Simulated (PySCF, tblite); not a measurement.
**C5H7 radical: geometry, infrared bands and EPR parameters**

Wanted: the infrared bands and EPR parameters of C5H7 radical (`[H]/[C]=C\CC=C`), by calculation.

Programs: tblite 0.8.0 and PySCF 2.14.0, with density-fitted response routines of our own. Each step states its level of theory. These are calculated values for one molecule in the gas phase, unless marked as measured. Atoms are numbered from 0 throughout.

### 1 The molecule as given

12 atoms, charge 0, multiplicity 2; geometry from: force field or distance geometry start.

Bonds of the start (Å): C0–C1 1.34, C1–C2 1.51, C2–C3 1.49, C3–C4 1.32, C0–H5 1.10, C1–H6 1.07, C2–H7 1.11, C2–H8 1.10, C3–H9 1.09, C4–H10 1.08, C4–H11 1.09.

### 2 Optimising the geometry with GFN2-xTB

The job: settings as JSON, then the geometry in Å.

```
{"job": {"kind": "relax", "xc": "GFN2-xTB", "basis": "xTB"}, "charge": 0, "multiplicity": 2}
C      1.387400     1.208400     1.321000
C      1.094600     1.127200     0.011000
C      0.638400    -0.175700    -0.595600
C     -0.579300    -0.544600     0.180600
C     -1.780500    -0.699900    -0.340400
H      1.234200     0.278200     1.887300
H      1.219700     2.006000    -0.581500
H      0.395500    -0.027400    -1.665400
H      1.430900    -0.920400    -0.423700
H     -0.452000    -0.713100     1.254000
H     -2.587500    -0.979600     0.326200
H     -2.000400    -0.560000    -1.399600
```

On the command line:

```sh
$ OMP_NUM_THREADS=1 python probes_run.py task.json out
```

One launch serves the whole session: the jobs run in the order shown.

**Question.** This job is followed by: GFN2-xTB harmonic vibrations, gas phase; UKS B3LYP, pcH-1 on C H, non-relativistic, mean-field spin-orbit, GIAO. Predict these results of the whole session: strongest single infrared mode (GFN2-xTB); zero-point energy (GFN2-xTB); g(iso) (B3LYP); ⟨S²⟩; largest a(iso) (averaged by class); potential on the surface of density 0.002 e/bohr³, 1st and 99th percentile.

**Answer**, as computed:

```
                                                                  quantity                 value
                                 strongest single infrared mode (GFN2-xTB)   732 cm⁻¹, 86 km/mol
                                              zero-point energy (GFN2-xTB)         60.8 kcal/mol
                                                            g(iso) (B3LYP)               2.00220
                                                                      ⟨S²⟩    0.759 (exact 0.75)
                                        largest a(iso) (averaged by class)  13C on C0, 307.3 MHz
potential on the surface of density 0.002 e/bohr³, 1st and 99th percentile    -0.70 V and 1.04 V
```

Relaxing lowered the energy by 0.503 eV in 102 steps; the close pair that moved most is C0–C1, from 1.345 to 1.287 Å. No mode is imaginary among the 30: a minimum at this level. The strongest single mode, at 732 cm⁻¹, moves mainly H5. Unscaled tight-binding wavenumbers are off by several per cent, some by more. Its intensities can rank the bands wrongly. C0 carries the largest spin population, 1.03 e. The isotropic g lies 0.1 ppt below the free-electron value. The conformer search found further structures of the same energy, which may be mirror or relabelled copies of this one.
